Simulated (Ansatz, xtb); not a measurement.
**Relative energy of two structures of ClH3Si2**

Structure X: a singlet given by its coordinates. Structure Y: a singlet given by its coordinates. Both are isolated molecules in the gas phase, relaxed with PBE0-D3(BJ)/def2-SVP.

X (Å):

```xyz
6

Cl    2.0357    1.6295   -0.3940
Si   -0.8448   -0.6522   -0.6879
Si    0.2745    0.8837    0.3785
H     0.3772    0.8819    1.8656
H    -0.9143   -0.4827   -2.1690
H    -2.1934   -0.8680   -0.0801
```

Close contacts (Å): Cl1–Si3 2.06, Si2–Si3 2.18, Si2–H5 1.49, Si2–H6 1.49, Si3–H4 1.49.

Y (Å):

```xyz
6

Cl   -0.9007    0.9361   -0.8385
Si    0.6667   -0.5473    0.4913
Si   -1.6638   -0.4573    0.6602
H     0.6948    0.5663    1.5445
H    -2.4769    0.3710    1.5993
H    -2.5812   -1.3657   -0.0878
```

Close contacts (Å): Cl1–Si2 2.53, Cl1–Si3 2.18, Si2–Si3 2.34, Si2–H4 1.53, Si3–H5 1.49, Si3–H6 1.49.

Energies in hartree; the thermal terms are from PBE0-D3(BJ)/def2-SVP harmonic frequencies (ideal gas, rigid rotor, one conformer each, 298.15 K, 1 atm) and include the zero-point energy:

|  | X | Y |
| --- | --- | --- |
| E, CCSD(T)/def2-TZVP | −1039.601348 | −1039.597395 |
| zero-point energy | 0.025565 | 0.026241 |
| H(298 K) − E | 0.031860 | 0.032077 |
| G(298 K) − E | −0.003354 | −0.002123 |

Task: Work out ΔE, ΔE₀, ΔH and ΔG for X → Y in kJ/mol (1 Eh = 2625.50 kJ/mol) and the equilibrium ratio [Y]/[X].

Result: 1. ΔE = −1039.597395 − (−1039.601348) = +0.003953 Eh = +10.38 kJ/mol.
2. ΔE₀ = ΔE + ΔZPE = +0.003953 + (+0.000676) Eh = +12.15 kJ/mol.
3. ΔH = ΔE + (+0.000217) Eh = +10.95 kJ/mol.
4. ΔG = ΔE + (+0.001231) Eh = +13.61 kJ/mol, so ΔS = (ΔH − ΔG)/T = −8.9 J/(mol K).
5. kT = 0.9442 mEh, so K = [Y]/[X] = exp(−ΔG/kT) = exp(−5.49) ≈ 0.0041.

Structure X is favoured at this temperature. An error of 4 kJ/mol in ΔG would change K by a factor of 5. HF/def2-TZVP gave ΔE the other sign. Mirror images and further conformers aren't counted.

Other levels gave ΔE = +2.8 (PBE0-D3(BJ)/def2-SVP); −5.7 (HF/def2-TZVP); +6.5 (MP2/def2-TZVP) kJ/mol. The correlated steps freeze 15 core orbitals. Programs: Ansatz 0.2.0.
